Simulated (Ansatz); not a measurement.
A made-up structure of CH3SSi, doublet:

```
6
angstrom
C -0.5042 -0.9149 -0.2080
Si 0.4933 0.4847 0.2127
S -1.4519 0.4765 -0.6680
H 1.5148 1.2790 0.7976
H 1.6224 0.9288 -0.6348
H 0.6086 0.9785 1.6030
```

It is relaxed with PBE-D4/def2-SVP and then PBE0-D4/def2-TZVP (Ansatz 0.2.0). Atoms count as bonded within 1.22 times the sum of their covalent radii (H–H: 0.88 Å). The end point is not checked to be a true minimum.

(1) Does its bonding change? (Judge from chemistry; the calculation decides.)

Answers

(1) The calculation gives: Yes. Formed: none; broken: Si2–S3.

Where it ends: The first stage lowers the energy by 5.41 eV in 20 steps. It ends as CH₃SSi ([SiH3][C][S]):
C1  (-0.362, -0.264, -0.410)
Si2  (0.851, 0.862, 0.384)
S3  (-1.807, -0.793, -0.587)
H4  (1.864, -0.006, 1.034)
H5  (1.472, 1.647, -0.711)
H6  (0.265, 1.787, 1.393)
(Å)

Labels in which every atom is bracketed show which atoms are joined, not bond orders.

For scale, one of the runs: PBE0-D4/def2-TZVP relaxation, 123 basis functions, launched by `ansatz run in.yaml --threads 2 --pin off --events-out ev --progress --plain --max-ram 4352MiB`. Hardware: 2 CPU threads of an Arm Neoverse V2, shared host. Wall time about 37 s.
